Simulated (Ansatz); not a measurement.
in.yaml

```yaml
crystal:
  periodic: [false, false, false]
  atoms:
    - {symbol: Si, position_ang: [0.000000, -0.549713, 1.496055]}
    - {symbol: Al, position_ang: [0.000000, -0.421596, -2.720999]}
    - {symbol: H, position_ang: [0.000000, 0.971310, 1.224944]}
basis:
  gaussian: {orbitals: cc-pVTZ}
magnetization: {spin_polarized: true, initial_magnetization: 0}
hamiltonian: {xc: {name: wB97M-V}}
output: {orbitals: {seedname: orbitals}}
```

```sh
$ ansatz run in.yaml --threads 1 --pin off --events-out ev --progress --plain --max-ram 2393MiB
```

The program prints:

```
  # Of w^i u^j: cxij and so on, Table III.
  gx(w, u) = 1 - cx + cx01*u + cx10*w
  gss(w, u) = css00 + css04*u^4 + css10*w + css20*w^2 + css43*w^4*u^3
  gos(w, u) = cos00 + cos10*w + (cos20 + cos21*u)*w^2 + (cos60 + cos61*u)*w^6
      + integral(e_c_pw_mod_opposite_spin*gos(b97_w_opposite, b97_u_opposite)) + vv10(b, c)
617 factors; their error is unknown
136 factors; integrals over basis functions are off by at most 1.2e-4 eV
mean field evaluation 1: about -14483.7036 eV, gradient 8.7e0 eV
mean field evaluation 2: about -14484.3176 eV, gradient 9.4e0 eV
mean field evaluation 4: about -14485.3169 eV, gradient 4.1e-1 eV
mean field evaluation 8: about -14485.3424 eV, gradient 6.6e-3 eV
mean field evaluation 16: about -14485.3424 eV, gradient 1.0e-4 eV
mean field evaluation 32: about -14485.5088 eV, gradient 1.2e-2 eV
mean field evaluation 64: about -14485.3672 eV, gradient 2.0e-2 eV
mean field evaluation 96: about -14485.5521 eV, gradient 1.3e-2 eV
mean field evaluation 128: about -14485.3424 eV, gradient 1.9e-3 eV
mean field -14485.55227107 eV, -532.3342273019 hartree, gradient 9.4e-6 eV, S^2 0.998264; 12 other end points of the search recorded, 0 dependent functions left out
reference -14485.55230962 eV, -532.3342287184 hartree; 14, 14 occupied and 68, 68 virtual orbitals, 617 factors
Total energy: -14485.55230962 eV, -532.3342287184 hartree
```

Ran on 1 thread of AMD EPYC 9R45, shared host: 41 s wall, 0.29 GiB peak host memory.
